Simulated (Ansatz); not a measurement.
Cost and result up the ladder for mu-NH2-B2H5 (B₂NH₇) (10 atoms). Total charge 0; singlet. Geometry: PBE-D4/def2-TZVP.

Cartesian coordinates in Å:
```
B 0.6979 0.5715 0.4424
N -0.5903 -0.2866 0.6388
B -0.2851 -0.3712 -0.8889
H 0.8189 0.3982 -0.8865
H 0.5182 1.7540 0.5542
H 1.6940 0.0640 0.8819
H -0.4882 -1.1459 1.1719
H -1.4337 0.2129 0.9078
H 0.1224 -1.4432 -1.2465
H -1.0540 0.2463 -1.5749
```

Ansatz on 4 threads of Arm Neoverse V1 on a shared host. Times are rough, and most runs start from the orbitals of an earlier one. ωB97X-V/def2-TZVP serves as the yardstick here, not as an exact answer. Differences are given only for rows in sets of like size (and for xTB, whose basis is part of the method), since another set adds its own error. Binding counts from free atoms at the same level (B doublet, N quartet, H doublet; other spins of the atoms weren't run), without zero-point energy or a counterpoise term.

B3LYP takes the VWN-RPA correlation. Correlated methods freeze 3 core orbitals.

Correlated methods converge slowly with the basis.

| level | functions | binding energy per atom (eV) | difference from ωB97X-V/def2-TZVP (eV) |
| --- | --- | --- | --- |
| B3LYP-D4/def2-TZVP | 135 | 3.57 | 0.01 |
| CCSD(T)/def2-TZVPP | 191 | 3.47 | -0.09 |
| CCSD(T)/def2-TZVPD | 174 | 3.43 | -0.14 |
| r2SCAN-D4/def2-TZVPD | 174 | 3.56 | 0.00 |
| PBE-D4/def2-TZVP | 135 | 3.59 | 0.03 |
| MP2/def2-TZVP | 135 | 3.43 | -0.13 |
| B97M-V/def2-TZVP | 135 | 3.55 | -0.01 |
| ωB97X-V/def2-TZVP | 135 | 3.56 | 0.00 |
| HF/def2-TZVP (with forces) | 135 | 2.68 | -0.88 |
| PBE0-D4/def2-SVP | 77 | 3.59 | – |
| PBE0-D4/def2-TZVPD | 174 | 3.56 | 0.00 |
| r2SCAN-D4/def2-TZVP | 135 | 3.56 | 0.00 |
| HF/STO-3G | 22 | 3.56 | – |
| PBE-D4/def2-SVP | 77 | 3.61 | – |

Question: Estimate how long each takes.

Answer: HF/STO-3G 0.1 s; HF/def2-TZVP (with forces) 0.5 s; PBE-D4/def2-SVP 0.5 s; PBE0-D4/def2-SVP 0.5 s; MP2/def2-TZVP 0.5 s; PBE-D4/def2-TZVP 0.7 s; B3LYP-D4/def2-TZVP 0.85 s; PBE0-D4/def2-TZVPD 1.3 s; r2SCAN-D4/def2-TZVP 1.4 s; r2SCAN-D4/def2-TZVPD 2.1 s; ωB97X-V/def2-TZVP 2.7 s; B97M-V/def2-TZVP 2.9 s; CCSD(T)/def2-TZVPD 14 s; CCSD(T)/def2-TZVPP 18 s. On shared hardware such times vary by a factor of up to 3.
